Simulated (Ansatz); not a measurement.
Basis-set extrapolation for C3H6N2O (`N/C=N\CC=O`) (PBE0-D4/def2-TZVP geometry, frozen core, Ansatz). Multiplicity 1, RHF reference.

|  | def2-TZVPP | def2-QZVPP |
| --- | --- | --- |
| HF | -300.953624 | -300.967435 |
| MP2 correlation | -1.125829 | -1.204775 |
| CCSD(T) correlation | -1.204127 | not run |

Energies in hartree. Use E(X) = E(∞) + A·exp(−7.88·√X) for Hartree–Fock and E(X) = E(∞) + B·X^(−2.97) for correlation, with X = 3 and 4, and add CCSD(T) minus MP2 of the smaller set to the MP2 limit.

Question: What is the CCSD(T) energy at the basis-set limit?

Answer: HF limit: -300.967435 + (-0.013811) × 0.13774 = -300.96934. MP2 limit: -1.204775 + (-0.078946) × 0.74074 = -1.26325. Higher-order term: -1.204127 − (-1.125829) = -0.07830. Total: -302.31089 hartree, 4.17 eV below CCSD(T)/def2-TZVPP.
